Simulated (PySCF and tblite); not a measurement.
Results of a calculation; reference values are marked as such.
Stationary points of C5H11N at GFN2-xTB, in Å:

Structure A

```
 1 C    -1.430    1.050    0.599
 2 C    -0.568   -0.069    0.020
 3 C    -1.087   -1.439    0.448
 4 N     0.783    0.086    0.518
 5 C     1.666    0.996   -0.160
 6 C     1.867   -0.466   -0.249
 7 H    -1.048    2.021    0.292
 8 H    -2.457    0.952    0.255
 9 H    -1.412    1.000    1.684
10 H    -0.594   -0.006   -1.086
11 H    -1.066   -1.515    1.532
12 H    -2.108   -1.582    0.101
13 H    -0.463   -2.228    0.035
14 H     1.307    1.512   -1.046
15 H     2.306    1.589    0.478
16 H     2.652   -0.938    0.325
17 H     1.644   -0.951   -1.196
```

Structure B

```
 1 C    -1.453    0.784    1.159
 2 C    -0.681    0.356   -0.090
 3 C    -0.933   -1.129   -0.380
 4 N     0.697    0.766    0.099
 5 C     1.767    0.321   -0.748
 6 C     1.695   -0.092    0.672
 7 H    -1.294    1.841    1.346
 8 H    -2.517    0.601    1.030
 9 H    -1.101    0.224    2.022
10 H    -1.041    0.941   -0.948
11 H    -0.689   -1.742    0.485
12 H    -1.986   -1.273   -0.610
13 H    -0.352   -1.474   -1.233
14 H     1.581   -0.427   -1.511
15 H     2.464    1.093   -1.046
16 H     2.344    0.379    1.399
17 H     1.461   -1.128    0.891
```

Structure C

```
 1 C    -1.544    0.961    0.805
 2 C    -0.632    0.206   -0.165
 3 C    -0.966   -1.286   -0.146
 4 N     0.740    0.521    0.219
 5 C     1.762    0.707   -0.773
 6 C     1.819   -0.428    0.171
 7 H    -1.287    2.017    0.805
 8 H    -2.586    0.850    0.516
 9 H    -1.411    0.575    1.812
10 H    -0.811    0.591   -1.181
11 H    -0.709   -1.715    0.821
12 H    -2.032   -1.420   -0.314
13 H    -0.433   -1.825   -0.926
14 H     1.530    0.494   -1.813
15 H     2.403    1.566   -0.626
16 H     2.496   -0.386    1.015
17 H     1.660   -1.427   -0.219
```

The path came from a restrained scan, a climbing-image band and a saddle search at GFN2-xTB; energies are BHandHLYP/pcSseg-1 + D3(BJ)//GFN2-xTB, thermal terms GFN2-xTB.

Which structure is a saddle point, and along which motion?

C: one imaginary mode (83i cm⁻¹ at GFN2-xTB, mostly on C5, C6, C1), along the rotation about the C2–N4 bond (torsion C1–C2–N4–C5 from -84° to -192°, falling).

Give their symmetry and energies above the lowest.

A Cs, 0.0 kcal/mol; B C1, 3.7 kcal/mol; C C1, 6.2 kcal/mol.
